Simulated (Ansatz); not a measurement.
Reaction: COS (sulfanylidenemethanone, SMILES O=C=S) → COS (parent SMILES O=C=S, triplet)
Each species at its own B3LYP-D3(BJ)/def2-TZVP minimum (Ansatz, a first-principles code).

Total energies in hartree (Ansatz). UHF or UKS for unpaired electrons; spin-orbit terms are left out. Cores are frozen in correlated methods. No relativity. The UHF reference of COS (parent SMILES O=C=S, triplet) is spin-contaminated (<S^2> up to 0.03 over the pure value in the sets run). The spin of COS (parent SMILES O=C=S, triplet) was assumed, and the state is the lowest solution found for it.

```tsv
species	HF/cc-pV(T+d)Z	CCSD(T)/cc-pV(T+d)Z	HF/cc-pV(Q+d)Z	CCSD(T)/cc-pV(Q+d)Z	CCSD(T)/cc-pV(D+d)Z	CCSDT(Q)/cc-pV(D+d)Z
1: COS (SMILES O=C=S)	-510.34174	-510.92169	-510.35367	-510.97233	-510.75909	-510.76172
2: COS (parent SMILES S=C=O, triplet)	-510.25243	-510.80002	-510.26460	-510.84938	-510.64068	-510.64370
```

Q: Work out the adiabatic triplet-singlet gap (electronic) in kcal/mol: take Hartree-Fock from cc-pV(Q+d)Z, extrapolate the CCSD(T) correlation energy as X^-3 (X = 3, 4), and add CCSDT(Q) - CCSD(T) in cc-pV(D+d)Z. 1 hartree = 627.51 kcal/mol.

A: 
Species 1: correlation (64·(-0.61866) - 27·(-0.57995))/37 = -0.64691; step -0.00263; E1 = -510.35367 + (-0.64691) + (-0.00263) = -511.00321
Species 2: correlation (64·(-0.58478) - 27·(-0.54759))/37 = -0.61192; step -0.00302; E2 = -510.26460 + (-0.61192) + (-0.00302) = -510.87954
-1·E1 +1·E2 = 0.12367 hartree = 77.6 kcal/mol.
